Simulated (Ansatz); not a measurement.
A made-up structure of C2H2Cl, doublet:

```
5
angstrom
C -0.9437 0.0112 -0.1380
C 0.2969 0.3337 0.0574
Cl -1.7188 1.2775 0.8256
H -1.5856 -0.8431 -0.2680
H 0.6597 1.3500 0.1526
```

It is relaxed with PBE-D4/def2-SVP and then PBE0-D4/def2-TZVP (Ansatz 0.2.0). Atoms count as bonded within 1.22 times the sum of their covalent radii (H–H: 0.88 Å). The end point is not checked to be a true minimum.

Problem. Does its bonding change? (A judgement: the text doesn't fix the answer.)

Solution. Computed: No: no bond forms or breaks.

Where it ends: The first stage lowers the energy by 0.85 eV in 8 steps. It ends as C₂H₂Cl ([CH][CH][Cl]):
C1  (-0.988, 0.126, 0.060)
C2  (0.270, 0.402, -0.092)
Cl3  (-2.112, 1.225, 0.821)
H4  (-1.459, -0.794, -0.264)
H5  (0.997, 1.171, 0.105)
(Å)

Labels in which every atom is bracketed show which atoms are joined, not bond orders.

For scale, one of the runs: PBE0-D4/def2-TZVP relaxation, 111 basis functions, launched by `ansatz run in.yaml --threads 2 --pin off --events-out ev --progress --plain --max-ram 4352MiB`. Hardware: 2 CPU threads of an Arm Neoverse V1, shared host. Wall time about 15 s.
